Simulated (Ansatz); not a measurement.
A made-up structure of SiH₃SO, doublet:

| atom | x (Å) | y (Å) | z (Å) |
| --- | --- | --- | --- |
| O1 | -1.1718 | -0.6606 | -0.2197 |
| S2 | -0.3054 | -0.7132 | 0.9774 |
| Si3 | 0.1848 | 0.8673 | 0.1790 |
| H4 | -0.6054 | -1.1331 | -0.9198 |
| H5 | 0.9384 | 0.7922 | -1.2475 |
| H6 | 0.9596 | 0.8475 | 1.2306 |

It is relaxed with PBE-D4/def2-SVP and then PBE0-D4/def2-TZVP (Ansatz 0.2.0). Atoms count as bonded within 1.22 times the sum of their covalent radii (H–H: 0.88 Å). The end point is not checked to be a true minimum.

Question: Does its bonding change? (Judge from chemistry; the calculation decides.)

Answer: Computed: Yes. Formed: none; broken: O1–Si3.

Where it ends: The first stage lowers the energy by 4.95 eV in 9 steps. It ends as SiH₃SO ([OH][S][SiH2]):
```
6
angstrom
O -1.4903 -1.0599 -0.4176
S -0.4139 -0.8055 0.8352
Si 0.4193 1.0772 0.2968
H -1.0221 -1.5592 -1.0959
H 1.1218 1.0133 -1.0221
H 1.3851 1.3342 1.4036
```

Labels in which every atom is bracketed show which atoms are joined, not bond orders.

For scale, one of the runs: PBE0-D4/def2-TZVP relaxation, 123 basis functions, launched by `ansatz run in.yaml --threads 2 --pin off --events-out ev --progress --plain --max-ram 4352MiB`. Hardware: 2 CPU threads of an Arm Neoverse V2, shared host. Wall time about 27 s.
